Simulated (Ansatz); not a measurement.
A nudged elastic band was laid between two geometries of BClH2O + H2 (7 atoms, charge 0, multiplicity 1).

Method: RKS r2SCAN-D4/6-31G* (Ansatz).

```
movable images  : 7
climbing image  : yes
spring          : 5.0 eV/Å²
optimiser       : quadratic models (default)
start path      : through a guess of the saddle point
force threshold : 0.03 eV/Å
iteration limit : 60
end points      : relaxed
```

Initial state:

```xyz
7
Properties=species:S:1:pos:R:3
B -0.037 -0.728 -0.003
O 0.031 -0.428 1.308
H -0.834 -0.198 1.687
H 0.954 -1.029 -0.589
Cl -1.587 -0.686 -0.873
H -0.330 3.004 1.289
H -0.025 2.327 1.302
```

Final state:

```xyz
7
Properties=species:S:1:pos:R:3
B 0.052 0.395 -0.046
O -0.119 0.363 1.624
H -0.480 -0.518 1.844
H 0.851 -0.477 -0.241
Cl -1.651 -0.029 -0.645
H 0.355 1.535 -0.253
H -0.835 0.992 1.837
```

(1) What changes between the two ends?

(2) Give the energies along the band, and the barrier.

(3) What is the geometry of the highest image?

The band took 14 iterations and of the order of 5 core-minutes.

Answers

(1) Bonds broken: H6–H7. Bonds formed: B1–H6, O2–H7. BClH2O + H2 becomes BClH4O.

(2) The run converged. The highest image is number 5 of 0 to 8, 189.1 kJ/mol above the first end and 111.1 kJ/mol above the last; the last end lies 78.0 kJ/mol above the first. Neighbouring images differ by up to 1.3 eV, so the band resolves the path poorly. A vibrational analysis at the climbing image gives one clearly imaginary mode, 1355i cm⁻¹: a first-order saddle point. The orbitals stay closed-shell, which can raise the energy where a bond breaks towards radicals; this wasn't checked here.

```json
{"image": "0", "path coordinate (Å)": "0.00", "energy (kJ/mol)": "0.0", "H6–H7 (Å)": "0.74", "B1–H6 (Å)": "3.96", "O2–H7 (Å)": "2.76"}
{"image": "1", "path coordinate (Å)": "0.66", "energy (kJ/mol)": "0.3", "H6–H7 (Å)": "0.74", "B1–H6 (Å)": "3.63", "O2–H7 (Å)": "2.83"}
{"image": "2", "path coordinate (Å)": "1.32", "energy (kJ/mol)": "1.2", "H6–H7 (Å)": "0.74", "B1–H6 (Å)": "3.13", "O2–H7 (Å)": "2.87"}
{"image": "3", "path coordinate (Å)": "1.99", "energy (kJ/mol)": "10.6", "H6–H7 (Å)": "0.74", "B1–H6 (Å)": "2.53", "O2–H7 (Å)": "2.43"}
{"image": "4", "path coordinate (Å)": "2.65", "energy (kJ/mol)": "65.1", "H6–H7 (Å)": "0.75", "B1–H6 (Å)": "1.92", "O2–H7 (Å)": "1.91"}
{"image": "5", "path coordinate (Å)": "3.31", "energy (kJ/mol)": "189.1", "H6–H7 (Å)": "1.03", "B1–H6 (Å)": "1.34", "O2–H7 (Å)": "1.28"}
{"image": "6", "path coordinate (Å)": "3.94", "energy (kJ/mol)": "104.5", "H6–H7 (Å)": "1.75", "B1–H6 (Å)": "1.22", "O2–H7 (Å)": "0.98"}
{"image": "7", "path coordinate (Å)": "4.57", "energy (kJ/mol)": "81.1", "H6–H7 (Å)": "2.27", "B1–H6 (Å)": "1.20", "O2–H7 (Å)": "0.97"}
{"image": "8", "path coordinate (Å)": "5.19", "energy (kJ/mol)": "78.0", "H6–H7 (Å)": "2.47", "B1–H6 (Å)": "1.20", "O2–H7 (Å)": "0.98"}
```

(3) 
```xyz
7
Properties=species:S:1:pos:R:3
B -0.058 0.183 0.138
O -0.067 -0.004 1.689
H -0.991 -0.140 1.967
H 0.957 -0.191 -0.362
Cl -1.622 -0.271 -0.641
H -0.001 1.526 0.183
H -0.047 1.159 1.147
```

The run took 4.5 min on 1 thread of Arm Neoverse V1, on a shared host, peak memory 0.11 GiB.
